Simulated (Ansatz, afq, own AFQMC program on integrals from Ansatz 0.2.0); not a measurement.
## Al$_{2}$H$_{2}$, triplet → Al$_{2}$H$_{2}$, singlet

```yaml
atoms:
  - { symbol: Al, position_ang: [0.0000, 0.0000, 1.1500] }
  - { symbol: Al, position_ang: [0.0000, 0.0000, -1.1500] }
  - { symbol: H, position_ang: [0.0000, 0.0000, 2.7245] }
  - { symbol: H, position_ang: [0.0000, 0.0000, -2.7245] }
```

Connectivity, by distances: AlH–AlH.

E(singlet, charge +0) − E(triplet, charge +0) at this geometry, on UHF and RHF determinants.

Basis 6-31G. Noble-gas cores (and the filled d shells of Ga–Kr and In–Xe) are frozen. AFQMC by an in-house program on the Cholesky factors that Ansatz 0.2.0 writes for its CCSD(T) run. The CISD trial takes its coefficients from CCSD amplitudes. Released means that phaseless walkers are propagated on without the constraint, phases kept. Error bars are statistical, one sigma. The errors of all members are added in quadrature.

Full CI on the same integrals is exact in this basis and with this determinant's frozen core.

Errors are counted within 6-31G, not against nature.

Cautions: Al₂H₂ (singlet): another spin lies lower, restricted determinant unstable towards unrestricted (UHF 602 meV lower, ⟨S²⟩ 1.00), the CCSDT(Q) amplitudes may be one of several solutions (largest double 0.77), the CCSDTQ amplitudes may be one of several solutions (largest double 0.96), the released energy hasn't reached full CI (72 meV above it at 2.40 1/Eh), so no released level is given (meV from the phaseless value at times in 1/Eh: -1.4 ± 2.0 at 0.24, -2.3 ± 1.7 at 0.51, -5.9 ± 1.9 at 0.99, -10.3 ± 1.3 at 1.62, -10.0 ± 1.5 at 2.40), the determinant fills πx and πy unequally, so it mixes two states of the linear molecule, and each level undoes that mixture to a different degree, while full CI gives the lower state, its ph-AFQMC/CISD value lies 82.0 ± 1.9 meV above full CI.

```json
{"level": "HF", "vertical spin gap (kcal/mol)": "22.9"}
{"level": "CCSD", "vertical spin gap (kcal/mol)": "14.6"}
```

(1) From these cheaper values, estimate the vertical spin gap at the reference level in 6-31G.

(1) 12.9 kcal/mol (full CI in 6-31G).

```csv
level,vertical spin gap (kcal/mol),error against FCI (kcal/mol)
MP2,17.5,4.6
CCSD(T),14.3,1.4
CCSDT,13.4,0.5
CCSDT(Q),12.9,0.0
CCSDTQ,12.9,0.0
ph-AFQMC/CISD,14.7 ± 0.08,1.7 ± 0.08
```

Correlation beyond CCSD(T) takes off 1.4 kcal/mol. The perturbative (T) step is worth −0.3 kcal/mol. Where a determinant mixes two states, these steps and errors hold in part the undoing of that mixture, and only full CI is sure.

CCSDT and higher add their correlation energy to the determinant of the CCSD(T) run, since their own runs factorise the integrals more tightly (a shift of under 2 meV).
